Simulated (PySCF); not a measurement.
Below is a simulated gas-phase P 2p photoelectron spectrum of `[SiH3]CP`.

Every computed line was given a Gaussian of 0.7 eV full width at half maximum and an area set by the number of equivalent atoms (split 2:1 within a doublet); the highest printed point is 100. Level of theory: delta-SCF UKS SCAN, pcX-2 on the ionised atom, pcseg-1 elsewhere, spin-free X2C in PySCF 2.14.0.

binding energy (eV), intensity and a bar:
```
    135.5          1 
    135.6          2 
    135.7          4 #
    135.8          9 ###
    135.9         18 #####
    136.0         32 ##########
    136.1         50 ###############
    136.2         71 #####################
    136.3         89 ###########################
    136.4         99 ##############################
    136.5        100 ##############################
    136.6         91 ###########################
    136.7         75 #######################
    136.8         60 ##################
    136.9         48 ##############
    137.0         44 #############
    137.1         45 #############
    137.2         49 ###############
    137.3         51 ###############
    137.4         50 ###############
    137.5         44 #############
    137.6         35 ##########
    137.7         25 #######
    137.8         15 #####
    137.9          9 ###
    138.0          4 #
    138.1          2 #
    138.2          1 
    138.3          0
```

Question: Count the maxima, the lines and the sites behind this envelope.

Answer: The curve has 2 maxima (at 136.5 and 137.3 eV). Under it lie 2 lines from 1 inequivalent phosphorus site, drawn as a 2p3/2, 2p1/2 pair.

Question: Decompose the envelope and assign each component. Numbering: `[SiH3:1][CH2:2][PH2:3]`.

Answer: 
```csv
position (eV),relative area,line,atoms,environment
136.45,0.67,P 2p3/2,P3,phosphine phosphorus
137.34,0.33,P 2p1/2,P3,phosphine phosphorus
```

Shake-up satellites, vibrational structure and lifetime widths aren't simulated. The 2p values add to the ΔSCF energy of one spin-free hole a correction within the shell (spin–orbit coupling, ligand field). 2p1/2 minus 2p3/2 (ligand field included): P 0.89 eV. Isolated species at its GFN2-xTB geometry (one conformer only).

The values belong to the conformer `[SiH3:1][CH2:2][PH2:3]`: H–P3–C2–Si1 46°, H–P3–C2–Si1 -46°.
